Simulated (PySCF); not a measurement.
**C2H3, SMILES `[CH]=C` (charge 0, multiplicity 2)**

These are ωB97X-D3(BJ)/def2-TZVP // PBE0-D3(BJ)/def2-TZVP (PySCF 2.14.0) values and carry that method's errors.

```
Quantity                                        Result
-----------------------------  -----------------------
highest occupied spin orbital                 -9.30 eV
dipole moment                                   0.73 D
total energy                               -77.9662 Ha
cost                           roughly 26 core-seconds
```

```xyz
5

C      0.8160    -0.2782     0.0115
C     -0.4687    -0.0718    -0.0102
H      1.7262     0.3025     0.0378
H     -1.1851    -0.8896    -0.0369
H     -0.8884     0.9370    -0.0022
```
Charge 0, spin multiplicity 2.
